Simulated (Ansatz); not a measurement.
This Ansatz (a quantum-chemistry and plane-wave program) input (CCSD(T)/cc-pCVQZ) gives -55.81163 Eh with 144 basis functions. A basis named .json is the Basis Set Exchange file of that set (core-valence sets with the plain set on hydrogen).

Ansatz 0.2 input:
```yaml
crystal:
  periodic: [false, false, false]
  atoms:
    - {symbol: N, position_ang: [0.00456047, 0.00186225, 0.14178543]}
    - {symbol: H, position_ang: [-0.02755881, 0.79955398, -0.50646319]}
    - {symbol: H, position_ang: [-0.00436445, -0.81258975, -0.48603483]}
basis:
  gaussian:
    orbitals: cc-pCVQZ.json
magnetization: {spin_polarized: true, initial_magnetization: 1}
correlation: {method: ccsd_t, electrons: outside_noble_gas}
```

Change:
```diff
- orbitals: cc-pCVQZ.json
+ orbitals: cc-pVDZ
```

Q: What does the run give now?

A: -55.73272 Eh (CCSD(T)/cc-pVDZ, 24 functions), a change of +78.91 mEh.
